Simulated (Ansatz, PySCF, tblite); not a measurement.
Breaking a bond: C₂H₃Cl, SMILES C=CCl. The C2–Cl6 bond (C2 also carries C, H; Cl6 carries nothing else) is stretched with both fragments frozen at the PBE0/def2-TZVP optimised geometry.

Computed with: UKS-B3LYP/LANL2DZ = unrestricted B3LYP/LANL2DZ, with its core potentials past Ne in PySCF; UMP2/6-31G* = unrestricted MP2 (frozen core)/6-31G*, spherical d in PySCF 2.14.0; GFN2-xTB, 300 K electronic temperature (tblite); UKS-B3LYP = unrestricted B3LYP/cc-pVTZ (Ansatz, a first-principles code).

Energies are in kJ/mol, each relative to the lowest point of its own curve near equilibrium.

| R / Å | UKS-B3LYP/LANL2DZ | UMP2/6-31G* | GFN2-xTB | UKS-B3LYP |
|---|---|---|---|---|
| 1.28 | 725.8 | 623.0 | 481.7 | 571.8 |
| 1.39 | 361.1 | 283.0 | 206.5 | 262.1 |
| 1.44 | 253.3 | 186.4 | 133.1 | 174.1 |
| 1.53 | 121.8 | 74.6 | 51.1 | 71.8 |
| 1.64 | 36.4 | 12.5 | 7.4 | 13.3 |
| 1.67 | 23.2 | 5.3 | 2.7 | 6.0 |
| 1.72 | 8.4 | 0.0 | 0.0 | 0.0 |
| 1.78 | 0.0 | 2.8 | 3.5 | 0.7 |
| 1.86 | 0.8 | 17.5 | 16.7 | 11.4 |
| 1.88 | 2.6 | 22.7 | 21.3 | 15.4 |
| 2.00 | 23.2 | 62.5 | 55.8 | 46.8 |
| 2.15 | 62.9 | 132.4 | 109.5 | 95.7 |
| 2.29 | 105.8 | 230.9 | 162.9 | 144.2 |
| 2.55 | 185.7 | 338.2 | 254.0 | 229.2 |
| 2.81 | 250.6 | 383.9 | 323.9 | 296.2 |
| 3.04 | 284.6 | 403.1 | 366.9 | 331.0 |
| 3.44 | 316.7 | 417.6 | 407.8 | 363.2 |
| 3.74 | 329.4 | 422.0 | 419.5 | 375.6 |
| 4.21 | 339.6 | 425.0 | — | 385.4 |
| 4.58 | 343.3 | 426.0 | — | 389.0 |
| 5.11 | 345.7 | 426.6 | — | 391.2 |
| 6.04 | 346.7 | 426.9 | — | 392.3 |

At the longest distance, 6.04 Å, UMP2/6-31G* lies highest above its minimum (426.9 kJ/mol) and UKS-B3LYP/LANL2DZ lowest (346.7 kJ/mol).

Dashes: no converged value, or the column stops at the first point that the program doubted or that broke a chosen test of continuity, which isn't proof of a fault.

The unrestricted determinant behind UKS-B3LYP/LANL2DZ, UKS-B3LYP is spin-contaminated at 2.81 to 6.04 Å (<S²> up to 1.0, against 0.00 for a pure singlet). The unrestricted solution behind UMP2/6-31G* changes between 2.29 and 2.55 Å, which can leave a kink. The unrestricted determinant behind UMP2/6-31G* is spin-contaminated at 1.28 to 1.44, 2.00 to 6.04 Å (<S²> up to 1.3, against 0.00 for a pure singlet).
